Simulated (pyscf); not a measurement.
Single points on ωB97X-D3(BJ)/def2-SVP structures (PySCF, gas phase). MP2 and CC: frozen core, UHF for open shells. ΔMP2 is the change of the MP2 total energy from the triple- to the quadruple-zeta basis.

Problem. List the bond dissociation enthalpies at 298 K of Cl–CH₂–Cl from CCSD(T)/def2-TZVPP + ΔMP2(QZVPP), from the weakest bond up.

Solution. C–Cl to Cl• + •H₂C–Cl: 78.3 kcal/mol; C–H to Cl–CH•–Cl + H•: 95.9 kcal/mol. Ring and multiple bonds, and those that leave no two simple radicals, are not listed. The CCSD(T) − MP2 part came from Ansatz, without density fitting, on the same reference. Left out: the spin-orbit lowering of Cl.
